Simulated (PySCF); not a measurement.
This PySCF input asks for the NMR shieldings of Cyclopentadienethione (S=C1C=CC=C1, C5H4S); the geometry comes from PBE0-D3(BJ)/def2-TZVP.

```python
import basis_set_exchange as bse
import numpy as np
from pyscf import gto, dft
from pyscf.prop import nmr

atoms = """
S     2.693224   -0.645072   -0.238123
C     1.125716   -0.270393   -0.100341
C    -0.009705   -1.210020   -0.103151
C    -1.132544   -0.490962    0.032161
C    -0.779951    0.946828    0.131013
C     0.551473    1.078145    0.053366
H     0.102665   -2.278619   -0.200646
H    -2.144092   -0.872537    0.067064
H    -1.502474    1.743563    0.246655
H     1.146494    1.977423    0.090236
"""
names = dict.fromkeys(["S", "C", "H"], "pcSseg-2")
basis = {el: gto.basis.parse(bse.get_basis(n, elements=[el], fmt="nwchem")) for el, n in names.items()}
mol = gto.M(atom=atoms, basis=basis, charge=0, verbose=0)
mf = dft.RKS(mol, xc="PBE0")
mf.grids.level = 2
mf.grids.alignment = dft.numint.BLKSIZE   # the property module wants whole blocks of grid points
mf.conv_tol = 1e-9
mf.kernel()

calc = nmr.RKS(mf)   # GIAO
C = mf.mo_coeff
Co = C[:, mf.mo_occ > 0]
resp = mf.gen_response(singlet=True, hermi=2)
def vind(x):   # induced exchange potential for any number of trial vectors
    d = np.einsum("pi,xij,qj->xpq", C, 2 * x.reshape(-1, C.shape[1], Co.shape[1]), Co, optimize=True)
    return np.einsum("xpq,pi,qj->xij", resp(d - d.transpose(0, 2, 1)), C, Co, optimize=True).ravel()
mo1, _ = nmr.rhf.solve_mo1(calc, with_cphf=vind)
sigma = calc.kernel(mo1)
for i, s in enumerate(sigma):   # ppm
    print("%2d %-2s %9.2f" % (i, mol.atom_pure_symbol(i), np.trace(s) / 3))
```

Task: Give the expected output.

Result: 
```
 0 S   -1108.11
 1 C     -97.64
 2 C      56.27
 3 C      25.66
 4 C      25.69
 5 C      56.26
 6 H      26.14
 7 H      23.74
 8 H      23.74
 9 H      26.14
```

These numbers come from an equivalent density-fitted implementation of the same equations, which agrees with the script to about 0.01 ppm for H and up to a few tenths of a ppm for heavy atoms, so last digits may differ.

Task: Turn these shieldings into chemical shifts. Referencing at the same level of theory: 33S (512.98 ppm) against CS2; TMS for 13C (186.03 ppm) and 1H (31.52 ppm).

Result: Averaging equivalent atoms: S 0: 1621; C 1: 283.7; C 3/4: 160.4; C 2/5: 129.8; H 7/8: 7.78; H 6/9: 5.38 ppm. 

Size and cost of the density-fitted run: 279 basis functions, 33 s wall time on 1 thread of an Arm Neoverse V1, shared host; peak memory 1.4 GiB.
